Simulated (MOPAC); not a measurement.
MOPAC input (AM1):

```
AM1 PRECISE GNORM=0.05 LET XYZ CHARGE=1 GEO-OK AUX(PRECISION=9) THREADS=1
C2H5O2

C    -0.04887922 1    0.02816407 1    0.01029449 1
O     0.09072173 1    1.27310310 1   -0.27738523 1
O    -1.23147366 1   -0.37305957 1    0.26682771 1
H    -1.91131900 1    0.32935391 1    0.20573748 1
C     1.05439472 1   -0.94695257 1    0.03698835 1
H     1.93332978 1   -0.51883307 1    0.52200439 1
H     0.74223535 1   -1.85924173 1    0.53822897 1
H     1.32196362 1   -1.18489202 1   -0.99951600 1
H     1.00671254 1    1.54599575 1   -0.46569164 1
```

Task: What heat of formation does the run end on?

Result: 75.31 kcal/mol.
